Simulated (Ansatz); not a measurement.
Input file:

```yaml
crystal:
  periodic: [false, false, false]
  atoms:
    - {symbol: Al, position_ang: [0.000000, 0.000000, 1.029635]}
    - {symbol: N, position_ang: [0.000000, 0.000000, -3.639365]}
    - {symbol: H, position_ang: [0.000000, 0.000000, 2.609730]}
basis:
  gaussian: {orbitals: 6-31G}
magnetization: {spin_polarized: false, initial_magnetization: 1}
correlation: {method: fic_mrcisd_q_relaxed, electrons: outside_noble_gas, active_space: {window: {electrons: 5, orbitals: 7}}}
```

```sh
$ ansatz run in.yaml --threads 1 --pin off --events-out ev --progress --plain --max-ram 2393MiB
```

**Question.** Roughly how long does this take on 1 thread of Arm Neoverse V1, shared host, and how much host memory?

**Answer.** 3.9 s wall and 0.16 GiB.

```
302 factors; integrals over basis functions are off by at most 2.5e-4 eV
mean field evaluation 1: about -8045.0635 eV, gradient 5.0e1 eV
mean field evaluation 2: about -8045.0654 eV, gradient 5.0e1 eV
mean field evaluation 4: about -8037.8381 eV, gradient 6.6e1 eV
mean field evaluation 8: about -8072.3938 eV, gradient 7.1e0 eV
mean field evaluation 16: about -8072.7326 eV, gradient 2.4e-6 eV
mean field evaluation 32: about -8072.6694 eV, gradient 2.5e-2 eV
mean field evaluation 64: about -8072.6748 eV, gradient 7.1e-2 eV
mean field evaluation 96: about -8072.7318 eV, gradient 1.3e-2 eV
mean field evaluation 128: about -8072.7325 eV, gradient 1.8e-2 eV
mean field evaluation 160: about -8072.6694 eV, gradient 8.3e-6 eV
mean field evaluation 192: about -8062.2550 eV, gradient 2.0e1 eV
mean field evaluation 224: about -8066.5104 eV, gradient 8.9e0 eV
mean field evaluation 256: about -8072.1445 eV, gradient 1.1e1 eV
mean field -8072.73256878 eV, -296.6674500081 hartree, gradient 2.4e-6 eV, S^2 0.750000; 16 other end points of the search recorded, 0 dependent functions left out
reference -8072.73256878 eV, -296.6674500081 hartree; 11, 10 occupied and 13, 14 virtual orbitals, 302 factors
state -8075.52679411 eV, -296.7701358948 hartree
contracted CI cycle   1: correlation 0.00000000 eV, 0.0000000000 hartree, residual 9.13e0 eV
contracted CI cycle   2: correlation -1.54219610 eV, -0.0566746613 hartree, residual 1.66e0 eV
contracted CI cycle   3: correlation -1.61391470 eV, -0.0593102713 hartree, residual 4.57e-1 eV
contracted CI cycle   4: correlation -1.62111794 eV, -0.0595749854 hartree, residual 2.10e-1 eV
contracted CI cycle   5: correlation -1.62229977 eV, -0.0596184171 hartree, residual 1.05e-1 eV
contracted CI cycle   6: correlation -1.62255941 eV, -0.0596279586 hartree, residual 6.24e-2 eV
contracted CI cycle   7: correlation -1.62263376 eV, -0.0596306907 hartree, residual 3.54e-2 eV
contracted CI cycle   8: correlation -1.62266116 eV, -0.0596316977 hartree, residual 1.26e-2 eV
contracted CI cycle   9: correlation -1.62266497 eV, -0.0596318377 hartree, residual 5.01e-3 eV
contracted CI cycle  10: correlation -1.62266533 eV, -0.0596318511 hartree, residual 3.06e-3 eV
contracted CI cycle  11: correlation -1.62266552 eV, -0.0596318581 hartree, residual 1.07e-3 eV
state -8075.52679411 eV, -296.7701358948 hartree; corrected -8077.22637249 eV, -296.8325942482 hartree
Total energy: -8077.22637249 eV, -296.8325942482 hartree
```

Natural occupations: 1.0460 1.0166 0.9980 0.9834 0.9520 0.0020 0.0020.
